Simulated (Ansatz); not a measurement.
Reaction: C3H7N (SMILES C1CC1N) → C3H5 (SMILES [CH]1CC1, doublet) + NH2 (SMILES [NH2], doublet) (the C-N bond breaks)
Each species at its own B3LYP-D3(BJ)/def2-TZVP minimum (Ansatz, a first-principles code), one conformer.

Property: bond dissociation energy (electronic), in kcal/mol. Radicals and triplets start from unrestricted determinants; spin-orbit coupling is neglected. CBS(X,Y): correlation extrapolated as X^-3, Hartree-Fock from the larger set. A bracket is a step between two methods taken in the basis named. Functionals run without relativity, which enters their misses. '+ core + X2C': CCSD(T) terms for core correlation (cc-pwCVTZ) and scalar relativity (cc-pVTZ-DK).

CCSD(T)/CBS(cc-pVTZ,cc-pVQZ) + [CCSDT(Q) - CCSD(T)]/cc-pVDZ + core + X2C (Ansatz) gives 102.5 kcal/mol.

Q: How far off this value is PBE/def2-TZVPD (Ansatz), in which direction, and which of these levels come nearer: B3LYP/def2-TZVPD, PBE0/def2-TZVPD, wB97M-V/def2-TZVPD, CCSD(T)/CBS(cc-pVTZ,cc-pVQZ) + core + X2C?

A: PBE gives 99.4 kcal/mol, 3.1 kcal/mol below it. Differences of the others: B3LYP/def2-TZVPD (Ansatz) -8.2; PBE0/def2-TZVPD (Ansatz) -4.2; wB97M-V/def2-TZVPD (Ansatz) 0.1; CCSD(T)/CBS(cc-pVTZ,cc-pVQZ) + core + X2C (Ansatz) 0.2 kcal/mol. Nearer than PBE: wB97M-V/def2-TZVPD, CCSD(T)/CBS(cc-pVTZ,cc-pVQZ) + core + X2C.
